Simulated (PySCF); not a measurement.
## SiF2: PBE0 against B3LYP

Base calculation in PySCF with density fitting and no spin–orbit coupling, PBE0/def2-TZVP (no relativity): singlet, C2v, Si–F 1.601 Å (×2); F–Si–F 100.6°; wavenumbers 337, 855, 871 cm⁻¹; dipole moment 1.09 D, gap between the highest occupied and lowest empty levels 6.17 eV, polar-tensor charge of Si 1.09 e, atomisation energy (no zero-point energy) 1203 kJ/mol.

Task: What changes on going to B3LYP/def2-TZVP (no relativity)?

Result: The point group stays the same. Changes: mean bond to Si +0.008 Å, smallest bond angle +0.2 degrees, highest wavenumber -18 cm⁻¹, lowest wavenumber -5 cm⁻¹, dipole moment +0.12 D, gap between the highest occupied and lowest empty levels -0.39 eV, polar-tensor charge of Si +0.01 e, atomisation energy (no zero-point energy) +17 kJ/mol. The new structure has Si–F 1.609 Å (×2); F–Si–F 100.8°, with wavenumbers 332, 838, 853 cm⁻¹.

The structures come from searches over a few start shapes, so lower isomers are not excluded.
